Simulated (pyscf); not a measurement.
H₃C–GaH₂ + H₂ -> CH₄ + GaH₃ (four-centre exchange; singlet surface; C–Ga, H–H broken, C–H, Ga–H formed). PySCF, gas phase, ωB97X-D3(BJ)/def2-SVP geometries. Rate constants from transition-state theory, ωB97M-D3(BJ)/def2-TZVP energies (ideal gas, 1 atm, RRHO with modes under 100 cm⁻¹ raised to 100, one conformer, R ln 2 for chiral ones without a mode under 150 cm⁻¹; no tunnelling), k in cm³ molecule⁻¹ s⁻¹.

```csv
T (K),1000/T,log10 k
298,3.354,-36.48
600,1.667,?
900,1.111,-20.16
1200,0.833,-18.05
```

Problem. Fit an Arrhenius line to the three values, give the activation energy, and predict k at 600 K.

Solution. Least squares gives log10 k = -12.01 − 7.30 × 1000/T, so Ea = 7.30 × ln 10 × 1.987 = 33.4 kcal/mol, against an electronic barrier of 30.7. At 600 K the line gives -24.18; the computed value is -24.25 (ΔG‡ = 50.1 kcal/mol), a factor 1.2 under the line, since the plot is curved. At the saddle there is also a short Ga–H contact that neither side keeps. One saddle was located; it need not be the lowest between these sides. Elements up to Kr have no core potential and no relativistic terms here.
